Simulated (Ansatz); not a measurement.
in.yaml

```yaml
crystal:
  periodic: [false, false, false]
  atoms:
    - {symbol: C, position_ang: [0.000000, 0.000000, 0.000000]}
    - {symbol: H, position_ang: [0.364650, 0.749992, 0.747980]}
    - {symbol: H, position_ang: [-0.374199, -0.745045, 0.748208]}
    - {symbol: H, position_ang: [-0.362222, 0.746225, -0.752912]}
    - {symbol: H, position_ang: [0.371770, -0.751172, -0.743276]}
basis:
  gaussian: {orbitals: 6-31G}
total_charge: 1
magnetization: {spin_polarized: false, initial_magnetization: 1}
correlation: {method: fic_mrcisd_q, electrons: outside_noble_gas, active_space: {window: {electrons: 7, orbitals: 8}, shells: [{species: C, l: s, shell: 2}, {species: C, l: p, shell: 2}, {species: H, l: s, shell: 1}]}}
```

```sh
$ ansatz run in.yaml --threads 1 --pin off --events-out ev --progress --plain --max-ram 2393MiB
```

(1) Roughly how long does this take on 1 thread of Arm Neoverse V2, shared host, and how much host memory?

```
386 factors; integrals over basis functions are off by at most 7.9e-8 eV
mean field evaluation 1: about -1080.3711 eV, gradient 1.9e1 eV
mean field evaluation 2: about -1080.3688 eV, gradient 1.9e1 eV
mean field evaluation 4: about -1081.2461 eV, gradient 8.0e-1 eV
mean field evaluation 8: about -1081.2476 eV, gradient 1.3e-6 eV
mean field -1081.24756420 eV, -39.7351150885 hartree, gradient 3.4e-6 eV, S^2 0.750000; 0 other end points of the search recorded, 0 dependent functions left out
reference -1081.24756420 eV, -39.7351150885 hartree; 5, 4 occupied and 12, 13 virtual orbitals, 386 factors
state -1083.34425761 eV, -39.8121671500 hartree
contracted CI cycle   1: correlation 0.00000000 eV, 0.0000000000 hartree, residual 6.68e0 eV
contracted CI cycle   2: correlation -0.70334271 eV, -0.0258473680 hartree, residual 1.30e0 eV
contracted CI cycle   3: correlation -0.72768394 eV, -0.0267418916 hartree, residual 2.22e-1 eV
contracted CI cycle   4: correlation -0.72836752 eV, -0.0267670128 hartree, residual 4.10e-2 eV
contracted CI cycle   5: correlation -0.72838971 eV, -0.0267678281 hartree, residual 7.32e-3 eV
contracted CI cycle   6: correlation -0.72839040 eV, -0.0267678536 hartree, residual 1.25e-3 eV
state -1083.34425761 eV, -39.8121671500 hartree; corrected -1084.08199970 eV, -39.8392786717 hartree
Total energy: -1084.08199970 eV, -39.8392786717 hartree
Checks for a lower state left out: starts, orbital_swaps
```

Natural occupations: 1.9821 1.9700 1.9700 0.9976 0.0238 0.0201 0.0182 0.0182.

For the same geometry and basis full CI lies 4.8 meV lower.

## Answers

(1) 2.4 s wall and 0.18 GiB.
